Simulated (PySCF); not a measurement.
Working out the ionisation energy of Ar

Ar [Ar] (1S) → Ar⁺ [Ne] 3s2 3p5 (2P). All numbers are calculated (PySCF 2.14, scalar relativity by spin-free X2C-1e, in x2c-TZVPPall (5s5p3d1f, 42 functions)). Frozen: 1s2. Energies in hartree (1 hartree = 27.21139 eV):

```tsv
part	Ar (lower)	Ar⁺ (upper)
UHF	-528.613998	-528.079083
CCSD correlation	-0.389753	-0.355283
(T)	-0.008124	-0.006603
```

Task: What does Hartree-Fock give?

Result: (-528.079083) − (-528.613998) = 0.534915 hartree = 14.556 eV.

Task: What do CCSD and CCSD(T) give?

Result: The CCSD correlation energies differ by 0.034470 hartree = 0.938 eV and the triples by 0.001521 hartree = 0.041 eV, so CCSD gives 15.494 eV and CCSD(T) 15.535 eV.

Measured between the centres of the two terms (NIST): 15.819 eV, so CCSD(T) (valence and next inner shell) is off by -0.284 eV.

What remains against the reference includes basis incompleteness, the frozen core and higher excitations.
